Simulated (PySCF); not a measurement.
Vertical excitations of a molecule C₂H₅O, multiplicity 2 from TDA-B3LYP/def2-SVPD in PySCF, as energy in eV (oscillator strength): 0.43 (0.000), 4.27 (0.001), 5.09 (0.026), 5.69 (0.001), 6.71 (0.000), 6.88 (0.008), 7.40 (0.005), 7.61 (0.055), 7.78 (0.017), 8.12 (0.000). Geometry: PBE0-D3(BJ)/def2-TZVP. The values are those of a single conformer.

Q: Pick the molecule that these values belong to.
A. [CH2]CO
B. CC[O]
C. C[CH]O
D. [CH2]OC

A: B, CC[O]
